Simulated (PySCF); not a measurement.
# C2 under electron impact: the energy ladder

PBE0 in PySCF with def2-TZVP on every atom, for the lowest determinant that a PBE0 search found; no spin–orbit coupling.

| species | state (unpaired electrons) | Re (Å) | ωe (cm⁻¹) | energy of the minimum from the neutral (eV) | De (eV) | dissociates to |
| --- | --- | --- | --- | --- | --- | --- |
| C2 | triplet (σ ↑, π ↑) | 1.301 | 1711 | 0.00 | 6.30 | C + C |
| C₂⁺ | quartet (σ ↑, π ↑↑) | 1.402 | 1359 | 11.80 | 6.01 | C⁺ + C |

Q: Work out the lowest energy to break C2 into atoms, from its vibrational ground state.

A: D0 = De − ωe/2 = 6.30 − 0.11 = 6.19 eV (PBE0/def2-TZVP).

Q: Work out the ionisation energy of the C atom at this level and the threshold of dissociative ionisation.

A: IE(C) = 11.80 + 6.01 − 6.30 = 11.51 eV, so C⁺ + C + e⁻ appears at D0 + IE(C) = 17.70 eV (PBE0/def2-TZVP). The measured IE(C) is 11.26 eV (NIST ASD).

These are thermodynamic thresholds; the onsets seen under electron impact lie higher where the geometry changes, and cross-sections peak well above them.

States were picked by a PBE0 search and need not be the measured ground states.
